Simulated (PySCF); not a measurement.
Species: C4H2FN.
SMILES: `N#CC1=C[C@H]1F`

Computed with MP2 and CCSD/aug-cc-pVDZ in PySCF, restricted Hartree–Fock reference, 6 core orbitals frozen, non-relativistic, gas phase, PBE0-D3(BJ)/def2-SVP geometry.

E(HF) = -306.44903 Eh.

(1) How large is the problem?

(2) What are the MP2 and CCSD correlation energies?

(3) What is the T1 diagnostic?

(4) How does correlation change the dipole moment?

Answers

(1) 156 basis functions and 42 electrons; 6 orbitals frozen, which leaves o = 15 correlated occupied and v = 135 virtual orbitals. That is o·v = 2025 singles and o·v(o·v + 1)/2 = 2051325 distinct closed-shell doubles amplitudes before symmetry; the costliest CCSD step grows as o²v⁴ = 7.5 × 10^10.

(2) MP2 -0.8856 Eh and CCSD -0.9040 Eh, which gives totals of -307.33463 and -307.35298 Eh. That is 0.820 eV for each correlated electron at CCSD (2373 kJ/mol in all, 0.294 % of the total energy); MP2 gives 98.0 % of the CCSD value.

(3) 0.0134, below the customary warning level of 0.02. It is the norm of the spatial-orbital singles amplitudes over the root of the number of correlated electrons, so the norm is 0.073.

(4) HF gives 4.05 D and CCSD (unrelaxed density) 3.59 D, a change of -0.46 D.

No triples correction and no basis-set extrapolation were made.
